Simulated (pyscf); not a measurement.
Optimised with ωB97X-D3(BJ)/def2-SVP in PySCF.

Problem. Estimate the classical barrier height and the reaction energy of HN=Ti(NH₂)–NH₂ + H₃C–NH–CH₃ → H₃C–N(CH₃)–Ti(NH₂)(NH₂)–NH₂ at ωB97M-D3(BJ)/def2-TZVP. The step runs on the singlet surface, breaks H–N and forms N–Ti, H–N; take the separated reactants as zero.

Solution. ΔE‡ = -11.1 kcal/mol, ΔE = -49.7 kcal/mol. Zero-point energy shifts the barrier by -2.0 kcal/mol. It is an addition across a multiple bond or ene-type step, with an imaginary mode of 1738i cm⁻¹. On the reactant side the descent ends in an adduct with a N–Ti contact (not fully relaxed), 38.7 kcal/mol under the separated species and 24.3 kcal/mol under the saddle at ωB97X-D3(BJ)/def2-TZVP. On the product side the descent ends in a point that may be a rotor saddle (no frequency run), 1.3 kcal/mol over the lowest minimum found and 38.2 kcal/mol under the saddle at ωB97X-D3(BJ)/def2-TZVP. At ωB97M-D3(BJ) the saddle lies under the separated reactants, which points to a path from their complex (located at ωB97X-D3(BJ) alone). What is counted as formed (N–Ti) is already present as a longer contact in the reactant adduct; forming that adduct is a step of its own. At the saddle there is also a short H–Ti contact that neither side keeps. At ωB97X-D3(BJ)/def2-TZVP the barrier from the zero used here is -14.4 kcal/mol. H₃C–NH–CH₃ lies 7.8 kcal/mol over its isomer H₃C–CH₂–NH₂ (electronic energy, ωB97M-D3(BJ)/def2-TZVP). One saddle was located; it need not be the lowest between these sides.
